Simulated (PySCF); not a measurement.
Gas-phase reaction: 4 (CH₃)₃Si + 2 F₂ = 3 (CH₃)₃SiH + SiF₄ + C₃H₆ (cyclic)

Energies from PySCF, thermal terms from the rigid-rotor harmonic-oscillator model, ideal gas at 1 bar. † marks an energy on the PBE0/def2-TZVP geometry and frequencies; other levels use their own. MP2 and CCSD(T) freeze the core. 6-31G* has spherical d functions here. Open shells (unrestricted): (CH₃)₃Si (multiplicity 2); the rest are closed-shell singlets. B3LYP is the form with VWN-RPA correlation. (CH₃)₃Si: computed as isolated molecules; such fragments, hydroxides, amides, oligomers or adducts are transient or little studied in the gas. MP2 isn't extrapolated to the basis-set limit; its ΔH°(298 K) is -2068.4 kJ in def2-SVP and -2164.3 kJ in def2-TZVPP. CCSD(T) isn't extrapolated to the basis-set limit. The harmonic model lacks anharmonicity and excited electronic states, which grow with temperature; levels with a mode under 35 cm⁻¹ are left out. Internal rotation in (CH₃)₃Si, (CH₃)₃SiH is treated as a harmonic vibration of one conformer, which makes the entropy rough.

| level | ΔE electronic, kJ | ΔH°(298 K), kJ | ΔS°(298 K), J/K | ΔG°(1200 K), kJ |
|---|---|---|---|---|
| B3LYP/def2-TZVP† | -2047 | -2040 | -239 | -1744 |
| CCSD(T)/def2-SVP† | -2002 | -1995 | -239 | -1699 |
| HF/6-31G* | -2052 | -2046 | -236 | -1753 |
| MP2/def2-SVP† | -2075 | -2068 | -239 | -1773 |
| MP2/def2-TZVPP† | -2171 | -2164 | -239 | -1869 |
| ωB97X-V/def2-TZVP† | -2101 | -2094 | -239 | -1798 |
ΔH° is lowest at MP2/def2-TZVPP† and highest at CCSD(T)/def2-SVP†. No reference value is set beside these.
